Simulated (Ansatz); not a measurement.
Compare A (`[C-]#[N+]CC`) with its isomer B (`CCC#N`).

Isolated molecules relaxed with PBE0-D4/def2-TZVP in Ansatz; ΔE leaves out vibrations. CCSD(T)/CBS is the MP2 limit (def2-TZVPP, def2-QZVPP) plus CCSD(T) − MP2 in def2-TZVPP, frozen cores. DFT in def2-TZVPP. B3LYP here is the variant with VWN-RPA as its local correlation; programs differ in this.

Q: Which isomer does CCSD(T)/CBS put lower? Give the gap. (Estimate.)

A: Computed: B, by 22.1 kcal/mol.

Q: Give E(B) − E(A) in kcal/mol with B3LYP, HF/def2-TZVPP, MP2/def2-TZVPP, ωB97M-V, CCSD(T)/def2-SVP, PBE-D4, BLYP-D4. (Estimate.)

A: Ansatz gave: B3LYP -21.5, HF/def2-TZVPP -17.9, MP2/def2-TZVPP -24.8, ωB97M-V -20.4, CCSD(T)/def2-SVP -21.4, PBE-D4 -22.8, BLYP-D4 -21.7. None reverses the order clearly.

Q: Does the order hold for the free energy at 298.15 K (harmonic terms from PBE0-D4)? (Estimate.)

A: The calculation gave: Yes: G(B) − G(A) = -21.8 kcal/mol.

Largest T1 diagnostic: 0.012.

From BLYP to BHLYP (50 % exact exchange), in def2-TZVPP and without D4, E(B) − E(A) moves by +1.8 kcal/mol. In def2-TZVPP, CCSD(T) changes the Hartree–Fock value by −4.4 kcal/mol (the triples alone add −0.3 kcal/mol) and MP2 by −7.0 kcal/mol.
